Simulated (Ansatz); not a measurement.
One starting cell of PtSe₂ (a generated trial cell of PtSe2 in the CdI2 structure type) was relaxed twice with Ansatz (plane waves, PAW, scalar-relativistic): with r2SCAN at 500 eV and with PBE at 420 eV. The r2SCAN result:

```cif
data_PtSe2
_chemical_formula_sum 'Pt1 Se2'
_space_group_name_H-M_alt 'P-3m1'
_space_group_IT_number 164
_space_group_name_Hall '-P 3 2"'
_cell_length_a 3.71687
_cell_length_b 3.71687
_cell_length_c 5.83020
_cell_angle_alpha 90.000
_cell_angle_beta 90.000
_cell_angle_gamma 120.000
loop_
_atom_site_label
_atom_site_type_symbol
_atom_site_symmetry_multiplicity
_atom_site_Wyckoff_symbol
_atom_site_fract_x
_atom_site_fract_y
_atom_site_fract_z
_atom_site_occupancy
Pt1 Pt 1 a 0.00000 0.00000 0.00000 1
Se1 Se 2 d 0.33333 0.66667 0.22495 1
```

```json
[
 {"quantity": "space group", "r2SCAN": "P-3m1", "PBE": "P-3m1"},
 {"quantity": "volume (Å³/atom)", "r2SCAN": "23.25", "PBE": "?"},
 {"quantity": "gap (eV, no spin-orbit coupling)", "r2SCAN": "0.65", "PBE": "?"}
]
```

Task: What does PBE give for the same quantities?

Result: 
- volume (Å³/atom), PBE: 26.92
- gap (eV, no spin-orbit coupling), PBE: 1.06

Both levels end in the same structure; PBE's volume is 15.8 % larger; its gap is 0.41 eV larger; so large a difference can point to a flat energy valley, in which neither volume is well fixed. Neither column is exact.

No spin polarisation in the result. No dispersion correction is included, so spacings between layers, chains or molecules are soft and tend to come out too large. Spin-orbit coupling is missing; with elements this heavy it can move band edges by tenths of an eV or more.

Measured for PtSe2: a 3.727 Å (as listed in Torbjörn Björkman, The Journal of Chemical Physics (2014)); c 5.074 Å (corrected from measurement; as listed in Torbjörn Björkman, The Journal of Chemical Physics (2014)). Computed minus measured — a: r2SCAN -0.3 %, PBE +0.6 %; c: r2SCAN +14.9 %, PBE +30.7 %. The computed values are for a static lattice. So large a miss in the cell can also mean another phase or state, or a fault in the measured row.

The run could not lose the symmetry of its start; a randomly shaken copy of 6 atoms returns to this structure.

Without dispersion the volume is uncertain too.

Ansatz is a first-principles code.
